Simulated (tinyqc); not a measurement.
Worked calculation (part 2 of 3): UKS/PBE0 in the sto-3g basis, for H2O+, spin multiplicity 2. Computed by tinyqc, a small Python program that keeps every step (integrals from PySCF). Command: `OMP_NUM_THREADS=1 python tinyqc.py 23584 23585 out.jsonl` (the two numbers bound the seeds that draw the settings). One thread of a shared host (Intel(R) Xeon(R) Processor @ 2.60GHz), about 3 s of CPU time with the checks.

Geometry (angstrom):
```
atom         x          y         z
O     0.000000   0.000000  0.000000
H     0.000000   0.964000  0.922000
H     0.000000  -0.964000  0.922000
```

## Iteration 1: diagonalisation and new density

F(alpha) (hartree):
```
             1O 1s      1O 2s     1O 2px     1O 2py     1O 2pz      2H 1s      3H 1s
1O 1s   -18.504526  -4.791251   0.000000   0.000000  -0.009194  -0.457766  -0.457766
1O 2s    -4.791251  -2.050884   0.000000   0.000000  -0.140298  -0.459428  -0.459428
1O 2px    0.000000   0.000000  -0.223496   0.000000   0.000000   0.000000   0.000000
1O 2py    0.000000   0.000000   0.000000  -0.186082   0.000000  -0.192882   0.192882
1O 2pz   -0.009194  -0.140298   0.000000   0.000000  -0.183174  -0.215677  -0.215677
2H 1s    -0.457766  -0.459428   0.000000  -0.192882  -0.215677  -0.551885  -0.160102
3H 1s    -0.457766  -0.459428   0.000000   0.192882  -0.215677  -0.160102  -0.551885
```

F(beta) (hartree):
```
             1O 1s      1O 2s    1O 2px     1O 2py     1O 2pz      2H 1s      3H 1s
1O 1s   -18.487634  -4.773474  0.000000   0.000000  -0.009283  -0.455909  -0.455909
1O 2s    -4.773474  -1.959909  0.000000   0.000000  -0.140628  -0.446026  -0.446026
1O 2px    0.000000   0.000000  0.094904   0.000000   0.000000   0.000000   0.000000
1O 2py    0.000000   0.000000  0.000000  -0.154261   0.000000  -0.189828   0.189828
1O 2pz   -0.009283  -0.140628  0.000000   0.000000  -0.151458  -0.212769  -0.212769
2H 1s    -0.455909  -0.446026  0.000000  -0.189828  -0.212769  -0.543481  -0.157380
3H 1s    -0.455909  -0.446026  0.000000   0.189828  -0.212769  -0.157380  -0.543481
```

X:
```
                1          2          3         4          5          6         7
1O 1s   -0.436051   0.000000   0.673087  0.000000   0.607811   0.000000  0.225193
1O 2s    0.898071   0.000000  -0.291343  0.000000   0.340262   0.000000  0.464563
1O 2px   0.000000   0.000000   0.000000  1.000000   0.000000   0.000000  0.000000
1O 2py   0.000000   0.749723   0.000000  0.000000   0.000000   0.722065  0.000000
1O 2pz   0.433934   0.000000   0.696525  0.000000  -0.576936   0.000000  0.243756
2H 1s   -0.537378  -0.685221  -0.235311  0.000000  -0.195216   0.395017  0.395243
3H 1s   -0.537378   0.685221  -0.235311  0.000000  -0.195216  -0.395017  0.395243
```

Diagonalise F' = X^T F X, C = X C', fill 5 alpha and 4 beta electrons from the bottom; D(s) = C_occ C_occ^T. Each column has its largest component positive (the first on a tie).

F' = X^T F X (alpha) (hartree):
```
           1          2          3          4          5          6          7
1  -1.312580   0.000000   2.650479   0.000000   2.769940   0.000000   1.341500
2   0.000000  -0.076147   0.000000   0.000000   0.000000   0.187977   0.000000
3   2.650479   0.000000  -6.492341   0.000000  -7.392272   0.000000  -3.730921
4   0.000000   0.000000   0.000000  -0.223496   0.000000   0.000000   0.000000
5   2.769940   0.000000  -7.392272   0.000000  -8.867004   0.000000  -4.516629
6   0.000000   0.187977   0.000000   0.000000   0.000000  -0.439347   0.000000
7   1.341500   0.000000  -3.730921   0.000000  -4.516629   0.000000  -3.233145
```

orbital energies (alpha) (hartree): MO1 -18.515211, MO2 -0.945367, MO3 -0.519116, MO4 -0.409371, MO5 -0.223496, MO6 -0.035121, MO7 0.003622

coefficients C (alpha):
```
              MO1        MO2        MO3        MO4       MO5        MO6        MO7
1O 1s    0.993527  -0.223997   0.000000  -0.159581  0.000000  -0.024427   0.000000
1O 2s    0.026818   0.817455   0.000000   0.724899  0.000000   0.169056   0.000000
1O 2px   0.000000   0.000000   0.000000   0.000000  1.000000   0.000000   0.000000
1O 2py   0.000000   0.000000   0.371822   0.000000  0.000000   0.000000   0.972219
1O 2pz   0.002007   0.177813   0.000000  -0.285167  0.000000   0.976103   0.000000
2H 1s   -0.003959   0.226535   0.631305  -0.571334  0.000000  -0.400894  -0.476467
3H 1s   -0.003959   0.226535  -0.631305  -0.571334  0.000000  -0.400894   0.476467
```

F' = X^T F X (beta) (hartree):
```
           1          2          3         4          5          6          7
1  -1.264586   0.000000   2.641757  0.000000   2.785612   0.000000   1.378251
2   0.000000  -0.059200   0.000000  0.000000   0.000000   0.200914   0.000000
3   2.641757   0.000000  -6.466677  0.000000  -7.406959   0.000000  -3.737036
4   0.000000   0.000000   0.000000  0.094904   0.000000   0.000000   0.000000
5   2.785612   0.000000  -7.406959  0.000000  -8.834412   0.000000  -4.499372
6   0.000000   0.200914   0.000000  0.000000   0.000000  -0.417499   0.000000
7   1.378251   0.000000  -3.737036  0.000000  -4.499372   0.000000  -3.192033
```

orbital energies (beta) (hartree): MO1 -18.497575, MO2 -0.880817, MO3 -0.507535, MO4 -0.372410, MO5 -0.006908, MO6 0.030837, MO7 0.094904

coefficients C (beta):
```
              MO1        MO2        MO3        MO4        MO5        MO6       MO7
1O 1s    0.993780  -0.211072   0.000000  -0.174975  -0.023804   0.000000  0.000000
1O 2s    0.025814   0.761964   0.000000   0.783978   0.164725   0.000000  0.000000
1O 2px   0.000000   0.000000   0.000000   0.000000   0.000000   0.000000  1.000000
1O 2py   0.000000   0.000000   0.352329   0.000000   0.000000   0.979452  0.000000
1O 2pz   0.001956   0.187957   0.000000  -0.256804   0.982058   0.000000  0.000000
2H 1s   -0.003815   0.270691   0.640696  -0.559734  -0.389721  -0.463763  0.000000
3H 1s   -0.003815   0.270691  -0.640696  -0.559734  -0.389721   0.463763  0.000000
```

D(alpha) after iteration 1:
```
            1O 1s      1O 2s    1O 2px     1O 2py     1O 2pz      2H 1s      3H 1s
1O 1s    1.062737  -0.272143  0.000000   0.000000   0.007672   0.036498   0.036498
1O 2s   -0.272143   1.194430  0.000000   0.000000  -0.061309  -0.229083  -0.229083
1O 2px   0.000000   0.000000  1.000000   0.000000   0.000000   0.000000   0.000000
1O 2py   0.000000   0.000000  0.000000   0.138252   0.000000   0.234733  -0.234733
1O 2pz   0.007672  -0.061309  0.000000   0.000000   0.112942   0.203198   0.203198
2H 1s    0.036498  -0.229083  0.000000   0.234733   0.203198   0.776302  -0.020790
3H 1s    0.036498  -0.229083  0.000000  -0.234733   0.203198  -0.020790   0.776302
```

D(beta) after iteration 1:
```
            1O 1s      1O 2s    1O 2px     1O 2py     1O 2pz      2H 1s      3H 1s
1O 1s    1.062767  -0.272352  0.000000   0.000000   0.007206   0.037013   0.037013
1O 2s   -0.272352   1.195876  0.000000   0.000000  -0.058062  -0.232660  -0.232660
1O 2px   0.000000   0.000000  0.000000   0.000000   0.000000   0.000000   0.000000
1O 2py   0.000000   0.000000  0.000000   0.124136   0.000000   0.225736  -0.225736
1O 2pz   0.007206  -0.058062  0.000000   0.000000   0.101280   0.194613   0.194613
2H 1s    0.037013  -0.232660  0.000000   0.225736   0.194613   0.797081  -0.023901
3H 1s    0.037013  -0.232660  0.000000  -0.225736   0.194613  -0.023901   0.797081
```

## Iteration 2: exchange-correlation on the grid

Becke grid with 20 radial and 14 angular points per atom, points of zero weight dropped. rho = sum D_ij phi_i phi_j; V_xc,ij = sum w v_xc phi_i phi_j plus the gradient terms; v_xc is d(rho eps)/d rho(s) for spin s at fixed gradient. Exact exchange is left to K.

The 12 grid points with the largest w rho, of 832 (bohr, atomic units):
```
x                  y          z         w  rho(alpha)  rho(beta)     eps_xc  v_xc(alpha)
-1.045076   0.000000   0.000000  0.279623    0.252515   0.068294  -0.465565    -0.625388
1.045076    0.000000   0.000000  0.279623    0.252515   0.068294  -0.465565    -0.625388
0.603375    0.603375  -0.603375  0.314578    0.151736   0.088473  -0.413020    -0.534405
0.603375   -0.603375  -0.603375  0.314578    0.151736   0.088473  -0.413020    -0.534405
-0.603375  -0.603375  -0.603375  0.314578    0.151736   0.088473  -0.413020    -0.534405
-0.603375   0.603375  -0.603375  0.314578    0.151736   0.088473  -0.413020    -0.534405
-0.603375  -0.603375   0.603375  0.305141    0.154428   0.091125  -0.413100    -0.544442
-0.603375   0.603375   0.603375  0.305141    0.154428   0.091125  -0.413100    -0.544442
0.603375    0.603375   0.603375  0.305141    0.154428   0.091125  -0.413100    -0.544442
0.603375   -0.603375   0.603375  0.305141    0.154428   0.091125  -0.413100    -0.544442
-1.383986   0.000000   0.000000  0.599575    0.095993   0.024807  -0.358095    -0.430971
1.383986    0.000000   0.000000  0.599575    0.095993   0.024807  -0.358095    -0.430971
```

electrons on the grid, sum of w rho = 9.051891

E_xc = sum of w rho eps_xc = -6.18646984 hartree

V_xc(alpha) (hartree):
```
            1O 1s      1O 2s     1O 2px     1O 2py     1O 2pz      2H 1s      3H 1s
1O 1s   -2.313876  -0.305322   0.000000   0.000000   0.000440  -0.029286  -0.029286
1O 2s   -0.305322  -0.551594   0.000000   0.000000  -0.009064  -0.117363  -0.117363
1O 2px   0.000000   0.000000  -0.585665   0.000000   0.000000   0.000000   0.000000
1O 2py   0.000000   0.000000   0.000000  -0.528133   0.000000  -0.075307   0.075307
1O 2pz   0.000440  -0.009064   0.000000   0.000000  -0.524636  -0.074939  -0.074939
2H 1s   -0.029286  -0.117363   0.000000  -0.075307  -0.074939  -0.389584  -0.045023
3H 1s   -0.029286  -0.117363   0.000000   0.075307  -0.074939  -0.045023  -0.389584
```

V_xc(beta) (hartree):
```
            1O 1s      1O 2s     1O 2px     1O 2py     1O 2pz      2H 1s      3H 1s
1O 1s   -2.301284  -0.297680   0.000000   0.000000   0.000427  -0.028615  -0.028615
1O 2s   -0.297680  -0.498929   0.000000   0.000000  -0.009047  -0.110391  -0.110391
1O 2px   0.000000   0.000000  -0.474602   0.000000   0.000000   0.000000   0.000000
1O 2py   0.000000   0.000000   0.000000  -0.505055   0.000000  -0.073619   0.073619
1O 2pz   0.000427  -0.009047   0.000000   0.000000  -0.501176  -0.073412  -0.073412
2H 1s   -0.028615  -0.110391   0.000000  -0.073619  -0.073412  -0.390021  -0.044098
3H 1s   -0.028615  -0.110391   0.000000   0.073619  -0.073412  -0.044098  -0.390021
```

## Iteration 2: building the Kohn-Sham matrix

core Hamiltonian H = T + V (hartree):
```
             1O 1s      1O 2s     1O 2px     1O 2py     1O 2pz      2H 1s      3H 1s
1O 1s   -32.408663  -7.538893   0.000000   0.000000  -0.011050  -0.715576  -0.715576
1O 2s    -7.538893  -9.036467   0.000000   0.000000  -0.138430  -1.883127  -1.883127
1O 2px    0.000000   0.000000  -7.207081   0.000000   0.000000   0.000000   0.000000
1O 2py    0.000000   0.000000   0.000000  -7.263488   0.000000  -1.068409   1.068409
1O 2pz   -0.011050  -0.138430   0.000000   0.000000  -7.258680  -1.052382  -1.052382
2H 1s    -0.715576  -1.883127   0.000000  -1.068409  -1.052382  -3.888762  -0.681795
3H 1s    -0.715576  -1.883127   0.000000   1.068409  -1.052382  -0.681795  -3.888762
```

nuclear repulsion = 6.62173645 hartree

Given earlier and not repeated: Two-electron integrals (ij|kl) in chemists' order.

J_ij = sum D_kl (ij|kl) with D = D(alpha) + D(beta), K_ij = sum D_kl (ik|jl) for each spin; F = H + J - 0.25 K(s) + V_xc; E = tr D H + tr D J / 2 - 0.125 sum_s tr D(s) K(s) + E_xc + E_nn.

Coulomb J (hartree):
```
            1O 1s     1O 2s    1O 2px     1O 2py    1O 2pz     2H 1s      3H 1s
1O 1s   14.951763  2.718583  0.000000   0.000000  0.014835  0.257394   0.257394
1O 2s    2.718583  6.516976  0.000000   0.000000  0.194809  1.425095   1.425095
1O 2px   0.000000  0.000000  6.506165   0.000000  0.000000  0.000000   0.000000
1O 2py   0.000000  0.000000  0.000000   6.517269  0.000000  0.897978  -0.897978
1O 2pz   0.014835  0.194809  0.000000   0.000000  6.504181  0.901551   0.901551
2H 1s    0.257394  1.425095  0.000000   0.897978  0.901551  3.942328   0.568182
3H 1s    0.257394  1.425095  0.000000  -0.897978  0.901551  0.568182   3.942328
```

exchange K(alpha) (hartree):
```
           1O 1s     1O 2s    1O 2px     1O 2py    1O 2pz     2H 1s      3H 1s
1O 1s   4.876865  0.792724  0.000000   0.000000  0.003145  0.079169   0.079169
1O 2s   0.792724  1.165931  0.000000   0.000000  0.032044  0.280474   0.280474
1O 2px  0.000000  0.000000  1.104714   0.000000  0.000000  0.000000   0.000000
1O 2py  0.000000  0.000000  0.000000   0.519865  0.000000  0.208331  -0.208331
1O 2pz  0.003145  0.032044  0.000000   0.000000  0.477838  0.211053   0.211053
2H 1s   0.079169  0.280474  0.000000   0.208331  0.211053  0.704417   0.108531
3H 1s   0.079169  0.280474  0.000000  -0.208331  0.211053  0.108531   0.704417
```

exchange K(beta) (hartree):
```
           1O 1s     1O 2s    1O 2px     1O 2py    1O 2pz     2H 1s      3H 1s
1O 1s   4.851765  0.753832  0.000000   0.000000  0.003050  0.074411   0.074411
1O 2s   0.753832  0.979795  0.000000   0.000000  0.031672  0.251669   0.251669
1O 2px  0.000000  0.000000  0.223133   0.000000  0.000000  0.000000   0.000000
1O 2py  0.000000  0.000000  0.000000   0.456297  0.000000  0.201232  -0.201232
1O 2pz  0.003050  0.031672  0.000000   0.000000  0.416401  0.203897   0.203897
2H 1s   0.074411  0.251669  0.000000   0.201232  0.203897  0.708138   0.103999
3H 1s   0.074411  0.251669  0.000000  -0.201232  0.203897  0.103999   0.708138
```

F(alpha) (hartree):
```
             1O 1s      1O 2s     1O 2px     1O 2py     1O 2pz      2H 1s      3H 1s
1O 1s   -20.989993  -5.323813   0.000000   0.000000   0.003440  -0.507259  -0.507259
1O 2s    -5.323813  -3.362568   0.000000   0.000000   0.039305  -0.645513  -0.645513
1O 2px    0.000000   0.000000  -1.562759   0.000000   0.000000   0.000000   0.000000
1O 2py    0.000000   0.000000   0.000000  -1.404319   0.000000  -0.297821   0.297821
1O 2pz    0.003440   0.039305   0.000000   0.000000  -1.398595  -0.278533  -0.278533
2H 1s    -0.507259  -0.645513   0.000000  -0.297821  -0.278533  -0.512122  -0.185769
3H 1s    -0.507259  -0.645513   0.000000   0.297821  -0.278533  -0.185769  -0.512122
```

F(beta) (hartree):
```
             1O 1s      1O 2s     1O 2px     1O 2py     1O 2pz      2H 1s      3H 1s
1O 1s   -20.971126  -5.306449   0.000000   0.000000   0.003451  -0.505399  -0.505399
1O 2s    -5.306449  -3.263368   0.000000   0.000000   0.039415  -0.631340  -0.631340
1O 2px    0.000000   0.000000  -1.231301   0.000000   0.000000   0.000000   0.000000
1O 2py    0.000000   0.000000   0.000000  -1.365348   0.000000  -0.294358   0.294358
1O 2pz    0.003451   0.039415   0.000000   0.000000  -1.359776  -0.275217  -0.275217
2H 1s    -0.505399  -0.631340   0.000000  -0.294358  -0.275217  -0.513489  -0.183711
3H 1s    -0.505399  -0.631340   0.000000   0.294358  -0.275217  -0.183711  -0.513489
```

total energy of this density = -73.58132762 hartree

## Iteration 2: DIIS over 2 matrices

error matrix X^T (FDS - SDF) X (alpha):
```
           1         2          3         4          5          6          7
1   0.000000  0.000000  -0.229488  0.000000   0.306242   0.000000  -0.168525
2   0.000000  0.000000   0.000000  0.000000   0.000000  -0.571380   0.000000
3   0.229488  0.000000   0.000000  0.000000   0.213974   0.000000  -0.210527
4   0.000000  0.000000   0.000000  0.000000   0.000000   0.000000   0.000000
5  -0.306242  0.000000  -0.213974  0.000000   0.000000   0.000000   0.123807
6   0.000000  0.571380   0.000000  0.000000   0.000000   0.000000   0.000000
7   0.168525  0.000000   0.210527  0.000000  -0.123807   0.000000   0.000000
```

B (overlaps of the stored error matrices):
```
                1               2
1   5.6910378e-01  -8.9263426e-01
2  -8.9263426e-01   2.3312021e+00
```

Minimise |sum c_i e_i|^2 with sum c_i = 1: solve [B -1; -1 0][c; lambda] = [0; -1] with B_ij = tr e_i^T e_j summed over both spins, and take F = sum c_i F_i.

DIIS coefficients: 0.688034  0.311966

extrapolated F(alpha) (hartree):
```
             1O 1s      1O 2s     1O 2px     1O 2py     1O 2pz      2H 1s      3H 1s
1O 1s   -19.279906  -4.957392   0.000000   0.000000  -0.005252  -0.473206  -0.473206
1O 2s    -4.957392  -2.460084   0.000000   0.000000  -0.084268  -0.517480  -0.517480
1O 2px    0.000000   0.000000  -0.641300   0.000000   0.000000   0.000000   0.000000
1O 2py    0.000000   0.000000   0.000000  -0.566130   0.000000  -0.225619   0.225619
1O 2pz   -0.005252  -0.084268   0.000000   0.000000  -0.562344  -0.235286  -0.235286
2H 1s    -0.473206  -0.517480   0.000000  -0.225619  -0.235286  -0.539480  -0.168109
3H 1s    -0.473206  -0.517480   0.000000   0.225619  -0.235286  -0.168109  -0.539480
```

extrapolated F(beta) (hartree):
```
             1O 1s      1O 2s     1O 2px     1O 2py     1O 2pz      2H 1s      3H 1s
1O 1s   -19.262398  -4.939744   0.000000   0.000000  -0.005311  -0.471348  -0.471348
1O 2s    -4.939744  -2.366543   0.000000   0.000000  -0.084461  -0.503837  -0.503837
1O 2px    0.000000   0.000000  -0.318826   0.000000   0.000000   0.000000   0.000000
1O 2py    0.000000   0.000000   0.000000  -0.532078   0.000000  -0.222438   0.222438
1O 2pz   -0.005311  -0.084461   0.000000   0.000000  -0.528412  -0.232251  -0.232251
2H 1s    -0.471348  -0.503837   0.000000  -0.222438  -0.232251  -0.534125  -0.165594
3H 1s    -0.471348  -0.503837   0.000000   0.222438  -0.232251  -0.165594  -0.534125
```
